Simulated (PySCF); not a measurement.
C3H4F2.
Numbering: `[CH2:1]=[CH:2][CH:3]([F:4])[F:5]` (hydrogens: H6, H7 on C1; H8 on C2; H9 on C3)

Method: TDDFT CAM-B3LYP/def2-SVPD, vertical, gas phase, core orbitals frozen in the response (PySCF 2.14.0, density-fitted response routines). Isolated species at its PBE0-D3(BJ)/def2-SVP geometry (one conformer only). Torsions of this conformer, `[CH2:1]=[CH:2][CH:3]([F:4])[F:5]`: C1–C2–C3–F4 -128°.

**Question.** What does the calculation give for the low-lying excited states?

**Answer.** 

| state | E (eV) | E (kJ/mol) | λ (nm) | f | main configurations (H = HOMO, L = LUMO) |
| --- | --- | --- | --- | --- | --- |
| S1 | 7.58 | 731 | 163.6 | 0.364 | H→L (90%) |
| S2 | 7.87 | 759 | 157.6 | 0.025 | H-1→L (83%) |
| S3 | 7.99 | 771 | 155.1 | 0.060 | H→L+1 (89%) |
| S4 | 8.69 | 839 | 142.6 | 0.0050 | H→L+2 (76%), H→L+3 (16%) |
| S5 | 8.89 | 857 | 139.5 | 0.0026 | H-2→L (74%) |
| S6 | 9.12 | 880 | 136.0 | 0.0052 | H→L+3 (68%), H→L+2 (13%) |

The lowest singlet comes at 164 nm (731 kJ/mol) in the vacuum ultraviolet; it is strong; its leading configuration is HOMO→LUMO (90%). The lowest level is also the most intense of those listed (f = 0.364). Löwdin shares by element: HOMO carbon 85% (atoms not listed hold the other 15%); LUMO carbon 74%, hydrogen 6% or more (atoms not listed hold the other 20%). Weighted by f, the mean energy of these states is 7.68 eV. The listed states span 1.54 eV, and the widest gap between neighbours is 0.70 eV (S3 to S4). Of the 6 states listed, 3 reach f = 0.01 and none stays under 0.0005. No computed singlet lies in the visible range (380 to 750 nm); the lowest, at 164 nm, stands 4.31 eV above its violet end (3.26 eV). Singlets were solved by full linear response.
